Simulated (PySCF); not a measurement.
C2H, SMILES [C]#C, multiplicity 2.

The structure is a stationary point at B3LYP-D3(BJ)/def2-TZVPD. The isomer is the one that the SMILES or the coordinates give; other isomers of the formula were not compared.

Two levels are set side by side: PBE/def2-TZVPD (PySCF) and CAM-B3LYP/def2-TZVPD (PySCF). Same geometry, gas phase. Differences are taken from unrounded values.

| quantity | CAM-B3LYP | PBE | PBE minus CAM-B3LYP |
|---|---|---|---|
| α-spin orbital gap (eV) | 11.65 | 7.10 | -4.55 |
| β-spin orbital gap (eV) | 6.13 | 1.10 | -5.03 |
| dipole moment (D) | 0.78 | 0.78 | 0.00 |
| mean polarisability (bohr³) | 24.0 | 25.0 | 1.1 |

Loosely held outer electrons make PBE densities more polarisable. Differences between two approximate levels are no errors against the true value.

Rough cost on one machine, each run with all the roots and properties that it gave: CAM-B3LYP against PBE within a factor of 2.
